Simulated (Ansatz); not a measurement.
# CH4Si (singlet): RKS PBE0, RPA-PBE over vertical spin and charge gaps and displaced geometries, cc-pVDZ

How well do these functionals follow the top wave-function level for CH4Si (singlet) over vertical spin and charge gaps and displaced geometries?

Computed with Ansatz 0.2.0, Gaussian basis. Level: cc-pVDZ, all electrons in the functionals, frozen cores in the correlation of double hybrids and RPA.

The runs, in order: RKS PBE0, RPA-PBE, at charge 0, singlet; charge 0, triplet; charge 1, doublet; displaced geometry v1; displaced geometry v2 (not every functional at every point).

23 further runs of the same task are left out: 10 that didn't finish, 13 set aside as unsound or not needed.

## (1) What is computed

The geometry is a PBE0/def2-TZVP stationary point (not a proven minimum).

6 atoms, charge 0, spin multiplicity 1.

Atoms are counted from 1 here; the program's logs count them from 0.

Bond lengths: Si1–C2 1.699 Å, Si1–H3 1.478 Å, Si1–H4 1.478 Å, C2–H5 1.084 Å, C2–H6 1.084 Å. Angles: C2–Si1–H3 122.7°, C2–Si1–H4 122.7°, H3–Si1–H4 114.7°, Si1–C2–H5 122.2°, Si1–C2–H6 122.2°, H5–C2–H6 115.7°.

No dispersion term is added.

The geometry shown and the zero of energy belong to the point charge 0, singlet. The yardstick, UCCSD(T), and other wave-function levels (R restricted, U unrestricted, valence and pair active spaces) come from earlier runs.

## (2) RKS PBE0, charge 0, singlet

in.yaml

```yaml
crystal:
  periodic: [false, false, false]
  atoms:
    - {symbol: Si, position_ang: [0.000000, 0.000000, 0.529889]}
    - {symbol: C, position_ang: [0.000000, 0.000000, -1.168891]}
    - {symbol: H, position_ang: [0.000000, 1.244456, 1.327628]}
    - {symbol: H, position_ang: [0.000000, -1.244456, 1.327628]}
    - {symbol: H, position_ang: [0.000000, 0.917470, -1.745809]}
    - {symbol: H, position_ang: [0.000000, -0.917470, -1.745809]}
basis:
  gaussian: {orbitals: cc-pVDZ}
hamiltonian: {xc: {name: PBE0}}
```

The run is started by

```sh
> ansatz run in.yaml --threads 1 --pin off --events-out ev --progress --plain --max-ram 2393MiB
```

Output:

```text
Functional definition: PBE0
  name "PBE0"
  cite "Adamo & Barone, J. Chem. Phys. 110, 6158 (1999) doi:10.1063/1.478522"
  cite "Perdew, Burke & Ernzerhof, Phys. Rev. Lett. 77, 3865 (1996) doi:10.1103/PhysRevLett.77.3865"
  parent pbe
  parameter a = 0.25
  parameter kappa = 0.804
  parameter beta = 0.06672455060314922
  exchange = (1 - a)*pbe_x(kappa = kappa, mu = beta*pi^2/3) + a*exact_x
  correlation = pbe_c(beta = beta)
488 factors; integrals over basis functions are off by at most 1.2e-3 eV
mean field evaluation 1: about -8966.4337 eV, gradient 5.0e1 eV
mean field evaluation 2: about -8952.0597 eV, gradient 7.5e1 eV
mean field evaluation 4: about -8973.1419 eV, gradient 2.6e0 eV
mean field evaluation 8: about -8973.1676 eV, gradient 3.4e-2 eV
mean field -8973.16755574 eV, -329.7578254421 hartree, gradient 1.6e-5 eV, S^2 0.000000; 0 other end points of the search recorded, 0 dependent functions left out
reference -8973.16757872 eV, -329.7578262864 hartree; 12, 12 occupied and 40, 40 virtual orbitals, 488 factors
Total energy: -8973.16757872 eV, -329.7578262864 hartree
```

It took 0.84 s on 1 thread of Arm Neoverse V1, shared host.

## (3) RKS PBE0, displaced geometry v1

in.yaml

```yaml
crystal:
  periodic: [false, false, false]
  atoms:
    - {symbol: Si, position_ang: [0.003444, 0.004312, 0.537298]}
    - {symbol: C, position_ang: [0.002611, -0.011830, -1.172635]}
    - {symbol: H, position_ang: [0.050575, 1.291936, 1.281270]}
    - {symbol: H, position_ang: [-0.052202, -1.259791, 1.311073]}
    - {symbol: H, position_ang: [-0.094586, 0.918315, -1.813854]}
    - {symbol: H, position_ang: [-0.030876, -0.929644, -1.776669]}
basis:
  gaussian: {orbitals: cc-pVDZ}
hamiltonian: {xc: {name: PBE0}}
```

Same command.

Output:

```text
Functional definition: PBE0
  name "PBE0"
  cite "Adamo & Barone, J. Chem. Phys. 110, 6158 (1999) doi:10.1063/1.478522"
  cite "Perdew, Burke & Ernzerhof, Phys. Rev. Lett. 77, 3865 (1996) doi:10.1103/PhysRevLett.77.3865"
  parent pbe
  parameter a = 0.25
  parameter kappa = 0.804
  parameter beta = 0.06672455060314922
  exchange = (1 - a)*pbe_x(kappa = kappa, mu = beta*pi^2/3) + a*exact_x
  correlation = pbe_c(beta = beta)
487 factors; integrals over basis functions are off by at most 1.1e-3 eV
mean field evaluation 1: about -8966.5999 eV, gradient 4.9e1 eV
mean field evaluation 2: about -8952.2618 eV, gradient 7.4e1 eV
mean field evaluation 4: about -8973.0940 eV, gradient 2.7e0 eV
mean field evaluation 8: about -8973.1212 eV, gradient 3.6e-2 eV
mean field -8973.12118193 eV, -329.7561212360 hartree, gradient 1.2e-5 eV, S^2 0.000000; 0 other end points of the search recorded, 0 dependent functions left out
reference -8973.12120498 eV, -329.7561220831 hartree; 12, 12 occupied and 40, 40 virtual orbitals, 487 factors
Total energy: -8973.12120498 eV, -329.7561220831 hartree
```

Run time: 0.81 s. Hardware: 1 thread of Arm Neoverse V1, shared host.

From charge 0, singlet: +1.1 kcal/mol.

## (4) RKS PBE0, displaced geometry v2

in.yaml

```yaml
crystal:
  periodic: [false, false, false]
  atoms:
    - {symbol: Si, position_ang: [0.048902, 0.004117, 0.529440]}
    - {symbol: C, position_ang: [-0.115972, 0.012490, -1.157746]}
    - {symbol: H, position_ang: [-0.039352, 1.224523, 1.330593]}
    - {symbol: H, position_ang: [0.043756, -1.319659, 1.348807]}
    - {symbol: H, position_ang: [-0.059302, 0.823134, -1.827513]}
    - {symbol: H, position_ang: [0.074228, -0.991543, -1.808547]}
basis:
  gaussian: {orbitals: cc-pVDZ}
hamiltonian: {xc: {name: PBE0}}
```

Same command.

Output:

```text
Functional definition: PBE0
  name "PBE0"
  cite "Adamo & Barone, J. Chem. Phys. 110, 6158 (1999) doi:10.1063/1.478522"
  cite "Perdew, Burke & Ernzerhof, Phys. Rev. Lett. 77, 3865 (1996) doi:10.1103/PhysRevLett.77.3865"
  parent pbe
  parameter a = 0.25
  parameter kappa = 0.804
  parameter beta = 0.06672455060314922
  exchange = (1 - a)*pbe_x(kappa = kappa, mu = beta*pi^2/3) + a*exact_x
  correlation = pbe_c(beta = beta)
487 factors; integrals over basis functions are off by at most 1.4e-3 eV
mean field evaluation 1: about -8966.3222 eV, gradient 4.9e1 eV
mean field evaluation 2: about -8951.8033 eV, gradient 7.5e1 eV
mean field evaluation 4: about -8972.7974 eV, gradient 2.7e0 eV
mean field evaluation 8: about -8972.8245 eV, gradient 4.1e-2 eV
mean field -8972.82448533 eV, -329.7452178369 hartree, gradient 1.2e-5 eV, S^2 0.000000; 0 other end points of the search recorded, 0 dependent functions left out
reference -8972.82450810 eV, -329.7452186740 hartree; 12, 12 occupied and 40, 40 virtual orbitals, 487 factors
Total energy: -8972.82450810 eV, -329.7452186740 hartree
```

Run time: 0.81 s. Hardware: 1 thread of Arm Neoverse V1, shared host.

From charge 0, singlet: +7.9 kcal/mol.

## (5) RPA-PBE, charge 0, singlet

in.yaml

```yaml
crystal:
  periodic: [false, false, false]
  atoms:
    - {symbol: Si, position_ang: [0.000000, 0.000000, 0.529889]}
    - {symbol: C, position_ang: [0.000000, 0.000000, -1.168891]}
    - {symbol: H, position_ang: [0.000000, 1.244456, 1.327628]}
    - {symbol: H, position_ang: [0.000000, -1.244456, 1.327628]}
    - {symbol: H, position_ang: [0.000000, 0.917470, -1.745809]}
    - {symbol: H, position_ang: [0.000000, -0.917470, -1.745809]}
basis:
  gaussian: {orbitals: cc-pVDZ}
magnetization: {spin_polarized: true, initial_magnetization: 0}
hamiltonian: {xc: {name: PBE}}
correlation: {method: rpa, electrons: outside_noble_gas}
```

Launched as before.

Output:

```text
Functional definition: PBE
  name "PBE"
  cite "Perdew, Burke & Ernzerhof, Phys. Rev. Lett. 77, 3865 (1996) doi:10.1103/PhysRevLett.77.3865"
  parent pbe
  parameter kappa = 0.804
  parameter beta = 0.06672455060314922
  exchange = pbe_x(kappa = kappa, mu = beta*pi^2/3)
  correlation = pbe_c(beta = beta)
488 factors; integrals over basis functions are off by at most 1.2e-3 eV
mean field evaluation 1: about -8961.4598 eV, gradient 4.4e1 eV
mean field evaluation 2: about -8961.4559 eV, gradient 4.4e1 eV
mean field evaluation 4: about -8971.0144 eV, gradient 1.1e1 eV
mean field evaluation 8: about -8972.1793 eV, gradient 1.5e-1 eV
mean field evaluation 16: about -8972.1795 eV, gradient 7.3e-7 eV
mean field evaluation 32: about -8941.9121 eV, gradient 2.2e1 eV
mean field -8972.17949846 eV, -329.7215150065 hartree, gradient 7.3e-7 eV, S^2 0.000000; 2 other end points of the search recorded, 0 dependent functions left out
6 core orbitals not correlated: weight in the atoms' cores, before any rotation towards them, 1.000 or more for the frozen orbitals, at most 0.000 for the correlated occupied ones
reference -8953.63171897 eV, -329.0398966828 hartree; 6, 6 occupied and 40, 40 virtual orbitals, 488 factors
Total energy: -8965.62584311 eV, -329.4806726146 hartree
```

It took 2.6 s on 1 thread of Arm Neoverse V1, shared host.

From the report: ⟨S²⟩ of the determinant 0.000 (pure singlet: 0.00).

## (6) RPA-PBE, charge 0, triplet

Changes to in.yaml since step 5:

```diff
@@ -11,3 +11,3 @@
   gaussian: {orbitals: cc-pVDZ}
-magnetization: {spin_polarized: true, initial_magnetization: 0}
+magnetization: {spin_polarized: true, initial_magnetization: 2}
 hamiltonian: {xc: {name: PBE}}
```

The command is unchanged.

Output:

```text
Functional definition: PBE
  name "PBE"
  cite "Perdew, Burke & Ernzerhof, Phys. Rev. Lett. 77, 3865 (1996) doi:10.1103/PhysRevLett.77.3865"
  parent pbe
  parameter kappa = 0.804
  parameter beta = 0.06672455060314922
  exchange = pbe_x(kappa = kappa, mu = beta*pi^2/3)
  correlation = pbe_c(beta = beta)
488 factors; integrals over basis functions are off by at most 1.2e-3 eV
mean field evaluation 1: about -8965.4970 eV, gradient 2.7e1 eV
mean field evaluation 2: about -8965.4938 eV, gradient 2.7e1 eV
mean field evaluation 4: about -8969.3034 eV, gradient 3.0e0 eV
mean field evaluation 8: about -8969.3755 eV, gradient 3.7e-2 eV
mean field evaluation 16: about -8969.3755 eV, gradient 6.2e-6 eV
mean field -8969.37552518 eV, -329.6184708893 hartree, gradient 6.2e-6 eV, S^2 2.007717; 0 other end points of the search recorded, 0 dependent functions left out
6 core orbitals not correlated: weight in the atoms' cores, before any rotation towards them, 1.000 or more for the frozen orbitals, at most 0.000 for the correlated occupied ones
reference -8951.94017067 eV, -328.9777334290 hartree; 7, 5 occupied and 39, 41 virtual orbitals, 488 factors
Total energy: -8962.71387533 eV, -329.3736597728 hartree
```

It took 1.5 s on 1 thread of Arm Neoverse V1, shared host.

From the report: ⟨S²⟩ of the determinant 2.008 (pure triplet: 2.00).

From charge 0, singlet: +67.2 kcal/mol.

## (7) RPA-PBE, charge 1, doublet

Changes to in.yaml since step 6:

```diff
@@ -11,3 +11,4 @@
   gaussian: {orbitals: cc-pVDZ}
-magnetization: {spin_polarized: true, initial_magnetization: 2}
+total_charge: 1
+magnetization: {spin_polarized: true, initial_magnetization: 1}
 hamiltonian: {xc: {name: PBE}}
```

Launched as before.

Output:

```text
Functional definition: PBE
  name "PBE"
  cite "Perdew, Burke & Ernzerhof, Phys. Rev. Lett. 77, 3865 (1996) doi:10.1103/PhysRevLett.77.3865"
  parent pbe
  parameter kappa = 0.804
  parameter beta = 0.06672455060314922
  exchange = pbe_x(kappa = kappa, mu = beta*pi^2/3)
  correlation = pbe_c(beta = beta)
488 factors; integrals over basis functions are off by at most 1.2e-3 eV
mean field evaluation 1: about -8936.7572 eV, gradient 6.3e1 eV
mean field evaluation 2: about -8936.7531 eV, gradient 6.3e1 eV
mean field evaluation 4: about -8961.0583 eV, gradient 1.8e1 eV
mean field evaluation 8: about -8963.2918 eV, gradient 8.8e-2 eV
mean field evaluation 16: about -8963.2917 eV, gradient 5.3e-6 eV
mean field evaluation 32: about -8961.8110 eV, gradient 3.4e0 eV
mean field evaluation 64: about -8963.2917 eV, gradient 5.3e-6 eV
mean field -8963.29167485 eV, -329.3948935134 hartree, gradient 5.3e-6 eV, S^2 0.752422; 2 other end points of the search recorded, 0 dependent functions left out
6 core orbitals not correlated: weight in the atoms' cores, before any rotation towards them, 1.000 or more for the frozen orbitals, at most 0.000 for the correlated occupied ones
reference -8946.37608505 eV, -328.7732570542 hartree; 6, 5 occupied and 40, 41 virtual orbitals, 488 factors
Total energy: -8956.77363811 eV, -329.1553600815 hartree
```

Run time: 3.6 s. Hardware: 1 thread of Arm Neoverse V1, shared host.

From the report: ⟨S²⟩ of the determinant 0.752 (pure doublet: 0.75).

From charge 0, singlet: +204.1 kcal/mol.

## (8) RPA-PBE, displaced geometry v1

in.yaml

```yaml
crystal:
  periodic: [false, false, false]
  atoms:
    - {symbol: Si, position_ang: [0.003444, 0.004312, 0.537298]}
    - {symbol: C, position_ang: [0.002611, -0.011830, -1.172635]}
    - {symbol: H, position_ang: [0.050575, 1.291936, 1.281270]}
    - {symbol: H, position_ang: [-0.052202, -1.259791, 1.311073]}
    - {symbol: H, position_ang: [-0.094586, 0.918315, -1.813854]}
    - {symbol: H, position_ang: [-0.030876, -0.929644, -1.776669]}
basis:
  gaussian: {orbitals: cc-pVDZ}
magnetization: {spin_polarized: true, initial_magnetization: 0}
hamiltonian: {xc: {name: PBE}}
correlation: {method: rpa, electrons: outside_noble_gas}
```

Launched as before.

Output:

```text
Functional definition: PBE
  name "PBE"
  cite "Perdew, Burke & Ernzerhof, Phys. Rev. Lett. 77, 3865 (1996) doi:10.1103/PhysRevLett.77.3865"
  parent pbe
  parameter kappa = 0.804
  parameter beta = 0.06672455060314922
  exchange = pbe_x(kappa = kappa, mu = beta*pi^2/3)
  correlation = pbe_c(beta = beta)
487 factors; integrals over basis functions are off by at most 1.1e-3 eV
mean field evaluation 1: about -8961.7371 eV, gradient 4.3e1 eV
mean field evaluation 2: about -8961.7333 eV, gradient 4.3e1 eV
mean field evaluation 4: about -8971.0243 eV, gradient 1.1e1 eV
mean field evaluation 8: about -8972.1611 eV, gradient 1.2e-1 eV
mean field evaluation 16: about -8972.1612 eV, gradient 1.2e-5 eV
mean field evaluation 32: about -8942.5792 eV, gradient 2.1e1 eV
mean field -8972.16124960 eV, -329.7208443734 hartree, gradient 2.0e-6 eV, S^2 0.000000; 2 other end points of the search recorded, 0 dependent functions left out
6 core orbitals not correlated: weight in the atoms' cores, before any rotation towards them, 1.000 or more for the frozen orbitals, at most 0.000 for the correlated occupied ones
reference -8953.53976645 eV, -329.0365174898 hartree; 6, 6 occupied and 40, 40 virtual orbitals, 487 factors
Total energy: -8965.61610505 eV, -329.4803147477 hartree
```

Run time: 2.6 s. Hardware: 1 thread of Arm Neoverse V1, shared host.

From the report: ⟨S²⟩ of the determinant 0.000 (pure singlet: 0.00).

From charge 0, singlet: +0.2 kcal/mol.

## (9) RPA-PBE, displaced geometry v2

in.yaml

```yaml
crystal:
  periodic: [false, false, false]
  atoms:
    - {symbol: Si, position_ang: [0.048902, 0.004117, 0.529440]}
    - {symbol: C, position_ang: [-0.115972, 0.012490, -1.157746]}
    - {symbol: H, position_ang: [-0.039352, 1.224523, 1.330593]}
    - {symbol: H, position_ang: [0.043756, -1.319659, 1.348807]}
    - {symbol: H, position_ang: [-0.059302, 0.823134, -1.827513]}
    - {symbol: H, position_ang: [0.074228, -0.991543, -1.808547]}
basis:
  gaussian: {orbitals: cc-pVDZ}
magnetization: {spin_polarized: true, initial_magnetization: 0}
hamiltonian: {xc: {name: PBE}}
correlation: {method: rpa, electrons: outside_noble_gas}
```

Same command.

Output:

```text
Functional definition: PBE
  name "PBE"
  cite "Perdew, Burke & Ernzerhof, Phys. Rev. Lett. 77, 3865 (1996) doi:10.1103/PhysRevLett.77.3865"
  parent pbe
  parameter kappa = 0.804
  parameter beta = 0.06672455060314922
  exchange = pbe_x(kappa = kappa, mu = beta*pi^2/3)
  correlation = pbe_c(beta = beta)
487 factors; integrals over basis functions are off by at most 1.4e-3 eV
mean field evaluation 1: about -8961.4469 eV, gradient 4.3e1 eV
mean field evaluation 2: about -8961.4426 eV, gradient 4.3e1 eV
mean field evaluation 4: about -8970.6977 eV, gradient 1.1e1 eV
mean field evaluation 8: about -8971.8824 eV, gradient 1.5e-1 eV
mean field evaluation 16: about -8971.8829 eV, gradient 1.3e-5 eV
mean field evaluation 32: about -8959.6071 eV, gradient 1.6e1 eV
mean field -8971.88294139 eV, -329.7106167355 hartree, gradient 2.2e-6 eV, S^2 0.000000; 2 other end points of the search recorded, 0 dependent functions left out
6 core orbitals not correlated: weight in the atoms' cores, before any rotation towards them, 1.000 or more for the frozen orbitals, at most 0.000 for the correlated occupied ones
reference -8953.20273720 eV, -329.0241318935 hartree; 6, 6 occupied and 40, 40 virtual orbitals, 487 factors
Total energy: -8965.31763614 eV, -329.4693462175 hartree
```

Wall time 2.7 s (1 thread of Arm Neoverse V1, shared host).

From the report: ⟨S²⟩ of the determinant 0.000 (pure singlet: 0.00).

From charge 0, singlet: +7.1 kcal/mol.

## (10) Against the wave-function levels

No level is safe as a reference over these points; UCCSD(T) serves as a yardstick only. It comes from earlier runs at the same points. Energies in kcal/mol, counted from charge 0, singlet; blanks weren't run or aren't comparable.

```
   level  singlet to triplet  ionisation to the doublet cation  displacement v1  displacement v2
UCCSD(T)                66.4                             201.1              0.6              7.7
RKS PBE0                                                                    1.1              7.9
 RPA-PBE                67.2                             204.1              0.2              7.1
```

Largest miss and mean time a point (UCCSD(T) took 3.5 s a point; shared hosts):

```
   level  largest miss (kcal/mol)                             where  time a point
RKS PBE0                     +0.5                   displacement v1        0.82 s
 RPA-PBE                     +3.1  ionisation to the doublet cation         2.6 s
```

## (11) What came out

| quantity | value |
| --- | --- |
| singlet to triplet, UCCSD(T) | 66.4 kcal/mol |
| ionisation to the doublet cation, UCCSD(T) | 201.1 kcal/mol |
| displacement v1, UCCSD(T) | 0.6 kcal/mol |
| displacement v2, UCCSD(T) | 7.7 kcal/mol |
| largest miss, RKS PBE0 | +0.5 kcal/mol (displacement v1) |
| largest miss, RPA-PBE | +3.1 kcal/mol (ionisation to the doublet cation) |

Misses are known at 4 of 4 points at best, and only functionals with that many are ranked. RPA-PBE strays by up to 3.1 kcal/mol, at ionisation to the doublet cation. Functionals and the yardstick converge differently with the basis, so part of each miss in cc-pVDZ is the basis. The yardstick itself may be off where one determinant is a poor start.
